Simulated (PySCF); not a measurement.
Species: 2,5-dihydrofuran, C4H6O.
SMILES with atom numbers: `[CH:1]1=[CH:2][CH2:3][O:4][CH2:5]1` (hydrogens: H6 on C1; H7 on C2; H8, H9 on C3; H10, H11 on C5)

The closed-shell ground state was solved at several levels (PySCF, density fitting, gas phase, non-relativistic). Isolated species at its GFN2-xTB geometry, gas phase.

| level | basis functions | HOMO (eV) | LUMO (eV) | gap (eV) | dipole (D) |
| --- | --- | --- | --- | --- | --- |
| PBE0/pcSseg-1 | 115 | -6.72 | 0.35 | 7.07 | 1.72 |
| PBE0/def2-SVPD | 151 | -6.80 | 0.27 | 7.07 | 1.66 |

Problem. Estimate the row for B3LYP/pcJ-1, a basis of 195 functions; the other rows only guide the guess.

Solution. HOMO -6.50 eV, LUMO 0.13 eV, gap 6.63 eV, dipole 1.75 D.

Problem. How far do the dipole and the HOMO energy spread over the levels?

Solution. The dipole runs from 1.66 to 1.75 D (mean 1.71 D) and the HOMO from -6.80 to -6.50 eV.
